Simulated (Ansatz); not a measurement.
C$_{3}$H$_{5}$F (`C=CCF`) at its PBE0-D4/def2-TZVP geometry, where that method's forces vanish. Total charge 0; spin multiplicity 1.

```xyz
9

C    -0.3015    0.9655    0.9395
C     0.4687    0.3230    0.0766
C     0.0438   -0.8489   -0.7336
F    -1.2636   -1.2011   -0.4847
H     0.0716    1.8142    1.4991
H    -1.3270    0.6604    1.1101
H     1.4972    0.6363   -0.0889
H     0.1359   -0.6305   -1.8046
H     0.6749   -1.7188   -0.5135
```

Q: What forces (eV/Å) does PBE-D4/def2-TZVPP give on these atoms in the Gaussian-basis code of Ansatz? (An estimate is asked.)

A: Ansatz gave: 
```
C1  -0.211  0.206  0.262
C2   0.234 -0.178 -0.248
C3   0.327  0.148 -0.013
F4  -0.656 -0.203  0.103
H5   0.064  0.178  0.123
H6  -0.217 -0.054  0.046
H7   0.230  0.065 -0.040
H8   0.054  0.041 -0.262
H9   0.175 -0.203  0.029
```
